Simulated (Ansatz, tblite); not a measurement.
Removing an electron: (NaH)2 ring (Na₂H₂). Total charge 0; singlet. Geometry: PBE0-D4/def2-TZVP. Ansatz, gas phase; energy differences of separate SCF runs; the oxidised species was run as a doublet alone.

```xyz
4

Na   -0.3131   -0.9874    0.9459
H     0.6576    0.8669    1.1229
Na    0.3136    0.9871   -0.9461
H    -0.6581   -0.8667   -1.1227
```

The xTB rows come from tblite.

| level | −HOMO (eV) | vertical IE (eV) | −LUMO (eV) | HOMO–LUMO gap (eV) |
| --- | --- | --- | --- | --- |
| GFN1-xTB | 9.94 | 12.80 | 5.19 | 4.75 |
| GFN2-xTB | 8.85 | 12.00 | 5.60 | 3.25 |
| PBE-D4/def2-TZVP | 3.99 | 6.98 | 1.29 | 2.71 |
| r2SCAN-D4/def2-TZVP | 4.14 | 6.93 | 0.57 | 3.57 |
| PBE0-D4/def2-TZVP | 5.02 | 7.10 | 0.74 | 4.28 |

Relaxing the oxidised species (PBE0-D4/def2-TZVP) changes its energy by -0.96 eV at PBE0-D4/def2-TZVP, so the adiabatic ionisation energy to this nearest minimum is 6.14 eV. At PBE-D4/def2-TZVP it is 6.18 eV.  Run but left out: HF/def2-TZVPP, MP2/def2-TZVPP, CCSD/def2-TZVPP, CCSD(T)/def2-TZVPP (flagged by the program: other roots). Raw xTB energy differences between charge states are shifted by several eV; the methods need an empirical correction for them.
